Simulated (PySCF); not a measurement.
Reading a saddle point

A first-order saddle point of SiH₄O₂, singlet, PBE0-D4/def2-TZVP, with one imaginary mode of 558i cm⁻¹:

```tsv
atom	x (Å)	y (Å)	z (Å)
Si1	-0.2189	-0.1621	0.7069
O2	0.4534	0.5881	-0.8743
O3	0.5756	-1.4471	0.3256
H4	0.8136	-0.4167	-0.8468
H5	-1.6933	-0.0535	0.5292
H6	0.2295	0.7720	1.7674
H7	-0.1598	0.7193	-1.6079
```

Computed with PySCF 2.14 with density fitting (its default auxiliary sets; JK sets also for MP2 and CCSD(T)) (basis: def2-TZVPP and def2-QZVPP); correlated methods freeze the cores. Extrapolation: Hartree–Fock as exp(−7.88 √X), correlation as X^−2.97.

Q: Which contacts change along the imaginary mode, and what lies on either side? (A judgement: the text doesn't fix the answer.)

A: Computed: The step is SiH₄O₂ ([OH][SiH2][OH]) → SiH₂O ([O][SiH2]) + H₂O (still joined by a long Si–O bond), with the molecules in contact on both sides. Shortening one way: O2–H4; lengthening the same way: Si1–O2, O3–H4.
```tsv
pair	one side (Å)	saddle (Å)	other side (Å)
O2–H4	3.08	1.07	0.98
Si1–O2	1.64	1.87	1.96
O3–H4	0.96	1.58	2.17
```

Q: Which side is lower, and how far does the saddle lie above each? (Judge from chemistry; the value comes from the calculation.)

A: The calculation gives: The side with Si1–O2, O3–H4 short is lower by 217.6 kJ/mol; the saddle lies 226.9 kJ/mol above it and 9.3 kJ/mol above the other (CCSD(T) at an estimated basis limit (MP2 extrapolated from triple and quadruple zeta, plus CCSD(T) − MP2 in triple zeta); electronic energies).

No T1 diagnostic of these runs exceeds 0.017.

Labels in which every atom is bracketed show which atoms are joined, not bond orders.

For scale, one of the runs: CCSD(T)/def2-TZVPP, 160 basis functions, launched by `OMP_NUM_THREADS=4 python run.py`. Hardware: 4 CPU threads of an AMD EPYC 9B45, shared host. Wall time 41 s; peak host memory 1.2 GiB.
